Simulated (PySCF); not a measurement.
Species: C4H5N.
Atom-mapped SMILES: `[CH:1]#[C:2][C@@H:3]1[CH2:4][NH:5]1`

The computed photoelectron lines, unassigned: C 1s: 290.36 (area 1), 290.90 (area 1), 291.70 (area 1), 292.35 (area 1) eV; N 1s: 405.27 eV.

Level of theory: PySCF, delta-SCF UKS SCAN, pcX-2 on the ionised atom, pcseg-1 elsewhere, spin-free X2C. Isolated species at its PBE0-D3(BJ)/def2-SVP geometry, gas phase.

**Question.** Assign the C 1s lines to atoms.

**Answer.** 290.36 eV: C1 (terminal alkyne carbon); 290.90 eV: C2 (alkyne carbon); 291.70 eV: C4 (sp3 carbon bound to nitrogen); 292.35 eV: C3 (sp3 carbon bound to nitrogen). The listed C 1s values span 1.99 eV, from C1 (bonded to C (triple bond) and H) to C3 (bonded to N, 2 C and H).

Bonded neighbours of each site: C1: C (triple bond) and H; C2: C (triple bond) and C; C3: N, 2 C and H; C4: N, C and 2 H; N5: 2 C and H.

**Question.** What is the C 1s shift of C2 against C3?

**Answer.** 290.90 − 292.35 = -1.45 eV, or -140 kJ/mol.

The unrestricted hole states depart most from a pure doublet (⟨S²⟩ = 0.75; over 0.85 named) for C 1s of C2 (0.87), which makes this value less certain.
